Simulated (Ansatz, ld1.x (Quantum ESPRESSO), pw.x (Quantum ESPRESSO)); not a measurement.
# What a changed setting does to a pw.x run (bcc Al)

Potential: norm-conserving Troullier–Martins (Kleinman–Bylander form), ld1.x (Quantum ESPRESSO) 7.5, PBEsol; core [Ne], reference 3s1 3p0; waves: 3s (bound): rc 1.65 bohr; 3p (bound, empty): rc 2.00 bohr; 3d channel at -0.15 Ry: rc 1.85 bohr; local part: all-electron potential smoothed inside 1.25 bohr (lloc = -2); core correction: none.

The reference run (k-mesh 14³, cutoffs 40/160 Ry, Fermi–Dirac 0.01 Ry, mixing_beta 0.4, conv_thr 1e-9, no spin) gives 0.36 GPa at 16.575 Å³/atom, where all-electron LAPW gives 0.16 GPa. This run, with its own iteration cap, changes k-mesh points per axis to 4.

```
&control
  calculation='scf', prefix='x', pseudo_dir='./', outdir='./tmp', tstress=.true., disk_io='none'
/
&system
  ibrav=0, nat=1, ntyp=1, ecutwfc=40, ecutrho=160, nbnd=8,
  occupations='smearing', smearing='fd', degauss=0.01
/
&electrons
  conv_thr=1e-09, mixing_beta=0.4, electron_maxstep=50
/
ATOMIC_SPECIES
Al 1.0 Al.UPF
CELL_PARAMETERS angstrom
  -1.60619344 1.60619344 1.60619344
  1.60619344 -1.60619344 1.60619344
  1.60619344 1.60619344 -1.60619344
ATOMIC_POSITIONS crystal
Al 0.0000 0.0000 0.0000
K_POINTS automatic
4 4 4 0 0 0
```

```bash
pw.x < Al.scf.in > Al.scf.out
```

Q: How does the run end?

A: It converges in 7 iterations; the free energy moves by +212.2 meV/atom and the pressure by -0.13 GPa.

```
Message from routine setup:
     using ibrav=0 with symmetry is DISCOURAGED, use correct ibrav instead
     lattice parameter (alat)  =       5.2572  a.u.
     unit-cell volume          =     111.8536 (a.u.)^3
     number of electrons       =         3.00
     number of Kohn-Sham states=            8
     kinetic-energy cutoff     =      40.0000  Ry
     charge density cutoff     =     160.0000  Ry
     scf convergence threshold =      1.0E-09
     Exchange-correlation= PBESOL
     number of k points=     8  Fermi-Dirac smearing, width (Ry)=  0.0100
     iteration #  1     ecut=    40.00 Ry     beta= 0.40
     total energy              =      -4.15351836 Ry
     estimated scf accuracy    <       0.06658179 Ry
     iteration #  2     ecut=    40.00 Ry     beta= 0.40
     total energy              =      -4.14844785 Ry
     estimated scf accuracy    <       0.02237581 Ry
     iteration #  3     ecut=    40.00 Ry     beta= 0.40
     total energy              =      -4.14882735 Ry
     estimated scf accuracy    <       0.00000808 Ry
     iteration #  4     ecut=    40.00 Ry     beta= 0.40
     total energy              =      -4.14884020 Ry
     estimated scf accuracy    <       0.00000318 Ry
     iteration #  5     ecut=    40.00 Ry     beta= 0.40
     total energy              =      -4.14884055 Ry
     estimated scf accuracy    <       0.00000029 Ry
     iteration #  6     ecut=    40.00 Ry     beta= 0.40
     total energy              =      -4.14884057 Ry
     estimated scf accuracy    <          2.1E-09 Ry
     iteration #  7     ecut=    40.00 Ry     beta= 0.40
     the Fermi energy is     8.4574 ev
!    total energy              =      -4.14884057 Ry
     estimated scf accuracy    <          2.4E-10 Ry
     smearing contrib. (-TS)   =      -0.00543958 Ry
     The total energy is F=E-TS. E is the sum of the following terms:
     one-electron contribution =       2.84657429 Ry
     hartree contribution      =       0.00522818 Ry
     xc contribution           =      -1.59977773 Ry
     ewald contribution        =      -5.39542574 Ry
     convergence has been achieved in   7 iterations
          total   stress  (Ry/bohr**3)                   (kbar)     P=        2.24
     Message from routine punch:
     Nothing written, as per user request (disk_io='none')
```

The run took about 0.4 s on one core of a shared host (Neoverse-V2, 96 threads, 742 GiB, load 31).
